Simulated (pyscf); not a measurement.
H₂Ga–Se–SeH + H₂ -> HSe–SeH + GaH₃ (four-centre exchange; singlet surface; Ga–Se, H–H broken, H–Se, Ga–H formed). Single points on ωB97X-D3(BJ)/def2-SVP structures (PySCF, gas phase). Energies in kcal/mol from the separated reactants.

```json
[
 {"level": "ωB97X-D3(BJ)/def2-TZVP", "barrier": "31.9", "reaction energy": "+30.6"},
 {"level": "r²SCAN/def2-TZVP", "barrier": "25.1", "reaction energy": "+26.6"},
 {"level": "B3LYP-D3(BJ)/def2-TZVP", "barrier": "26.9", "reaction energy": "+23.6"},
 {"level": "PBE0-D3(BJ)/def2-TZVP", "barrier": "___", "reaction energy": "+25.7"},
 {"level": "ωB97M-D3(BJ)/def2-TZVP", "barrier": "28.7", "reaction energy": "+22.0"},
 {"level": "HF/def2-TZVP", "barrier": "___", "reaction energy": "___"}
]
```

**Question.** What belongs in the gaps?

**Answer.** 
- PBE0-D3(BJ)/def2-TZVP, barrier: 25.3
- HF/def2-TZVP, barrier: 39.5
- HF/def2-TZVP, reaction energy: +15.3

On the product side the descent ends in an adduct with a Ga–Se contact, 16.7 kcal/mol under the separated species and 18.0 kcal/mol under the saddle at ωB97X-D3(BJ)/def2-TZVP. At r²SCAN, PBE0-D3(BJ) the saddle lies under the separated products, which points to a path from their complex (located at ωB97X-D3(BJ) alone), and parting the products costs more than the saddle. What is counted as broken (Ga–Se) persists as a longer contact in the product adduct; parting that adduct is a step of its own. H₂Ga–Se–SeH is closed by a dative Ga–Se contact. H₂Ga–Se–SeH lies 24.7 kcal/mol over its isomer HSe–GaH–SeH (electronic energy, ωB97M-D3(BJ)/def2-TZVP). This is the saddle that the search found; another between the same sides may lie lower. Elements up to Kr have no core potential and no relativistic terms here.
